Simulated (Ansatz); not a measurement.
A made-up structure of CH₄Si, singlet:

```json
{"atom": "C1", "x (Å)": "0.9173", "y (Å)": "0.2098", "z (Å)": "1.1223"}
{"atom": "Si2", "x (Å)": "-0.0935", "y (Å)": "-0.3660", "z (Å)": "-0.3703"}
{"atom": "H3", "x (Å)": "-1.4693", "y (Å)": "-0.4231", "z (Å)": "-0.0234"}
{"atom": "H4", "x (Å)": "0.3081", "y (Å)": "-1.6284", "z (Å)": "-0.8816"}
{"atom": "H5", "x (Å)": "-0.0036", "y (Å)": "0.6016", "z (Å)": "-1.4058"}
{"atom": "H6", "x (Å)": "0.3806", "y (Å)": "1.1170", "z (Å)": "1.2343"}
```

It is relaxed with PBE-D4/def2-SVP and then PBE0-D4/def2-TZVP (Ansatz 0.2.0). Atoms count as bonded within 1.22 times the sum of their covalent radii (H–H: 0.88 Å). The end point is not checked to be a true minimum.

Problem. Does its bonding change? (Judge from chemistry; the calculation decides.)

Solution. Computed: Yes. Formed: C1–H5; broken: Si2–H5.

Where it ends: The first stage lowers the energy by 3.73 eV in 23 steps. It ends as CH₄Si ([CH2][SiH2]):
```tsv
atom	x (Å)	y (Å)	z (Å)
C1	0.5182	0.6387	0.2126
Si2	-0.4235	-0.6870	-0.2783
H3	-1.7871	-0.9311	0.2376
H4	0.0559	-1.6877	-1.2549
H5	1.5173	0.8102	-0.1708
H6	0.1587	1.3677	0.9294
```

Labels in which every atom is bracketed show which atoms are joined, not bond orders.

For scale, one of the runs: PBE0-D4/def2-TZVP relaxation, 92 basis functions, launched by `ansatz run in.yaml --threads 2 --pin off --events-out ev --progress --plain --max-ram 4352MiB`. Hardware: 2 CPU threads of an Intel Xeon Platinum 8488C, shared host. Wall time about 3.8 s.
